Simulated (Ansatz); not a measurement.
**O–CH2⁺, quartet: the ladder up to UCCSDT(Q)**

Geometry: that of the O–CH2, triplet, kept fixed. The doublet lies 5.5 eV lower here.

```yaml
atoms:
  - { symbol: O, position_ang: [0.0000, 0.0000, 0.6438] }
  - { symbol: C, position_ang: [0.0000, 0.0000, -0.6606] }
  - { symbol: H, position_ang: [0.0000, -0.9567, -1.1734] }
  - { symbol: H, position_ang: [0.0000, 0.9567, -1.1734] }
```

Basis cc-pVDZ; Ansatz 0.2.0. Correlated methods freeze the noble-gas cores, which leaves 11 electrons in 36 orbitals. Prefix R: restricted or restricted open-shell reference; prefix U: unrestricted. Active spaces: valence = (11e, 10o) chosen from the atoms' valence shells.

Full CI isn't at hand for all of this; UCCSDT(Q) serves as the reference, and is uncertain by the last step of the cluster series or more. The frozen core follows each run's orbitals, which can shift R against U totals by a few meV.

For open shells CISD is restricted-active-space CI with the open shells as a complete middle space.

```
UHF ⟨S²⟩                          : 3.768
T1 diagnostic (RCCSD)             : 0.0366
largest doubles amplitude (RCCSD) : 0.039
T1 diagnostic (UCCSD)             : 0.0310
```

```json
{"level": "UHF", "E − E(RHF) (eV)": "-0.3149"}
{"level": "RMP2", "E − E(RHF) (eV)": "-6.0462"}
{"level": "UMP2", "E − E(RHF) (eV)": "-6.0342"}
{"level": "RCCSD", "E − E(RHF) (eV)": "-7.0481"}
{"level": "UCCSD", "E − E(RHF) (eV)": "-7.0535"}
{"level": "RCCSD(T)", "E − E(RHF) (eV)": "-7.1903"}
{"level": "UCCSD(T)", "E − E(RHF) (eV)": "-7.1923"}
```

(1) Estimate how far UCCSDT(Q) in cc-pVDZ lies from RCCSD(T). The table doesn't fix it; the size of (T) and the diagnostics are the guide.

(1) UCCSDT(Q) in cc-pVDZ lies 3.2 kJ/mol below RCCSD(T), which is 23 % of the (T) step (-13.7 kJ/mol). T1 is raised, but (T) still catches most of what CCSD lacks.

The other levels:

```
                     level  E − E(UCCSDT(Q)) (kJ/mol)  share of correlation (%)  wall time
                      CISD                       54.3                     92.21      5.5 s
                   BCCD(T)                        3.2                     99.55      1.8 s
                    RCCSDT                        1.0                     99.85          –
                    UCCSDT                        0.8                     99.88          –
                 RCCSDT(Q)                        0.2                     99.97       16 s
    CASSCF (valence space)                      501.7                     28.02          –
    NEVPT2 (valence space)                       92.6                     86.71      3.6 s
NEVPT4(SD) (valence space)                        9.9                     98.57        6 s
    MRCISD (valence space)                       29.4                     95.78          –
  MRCISD+Q (valence space)                        4.8                     99.31        7 s
```

The correlation energy at UCCSDT(Q), counted from RHF, is -7.224 eV. That run took 14 s on 1 thread of Arm Neoverse V1, shared host.

Times hold each run's SCF and search for its determinant on a shared host, so for small cases they say little of a method's own cost; they ran on 1 thread of Arm Neoverse V1. Some runs computed forces too.

Natural occupations of CASSCF (valence space) about the gap: 1.981 1.973 1.973 1.007 1.003 0.997 0.031 0.019 0.018; effectively unpaired electrons, Σ n²(2−n)², 3.01.
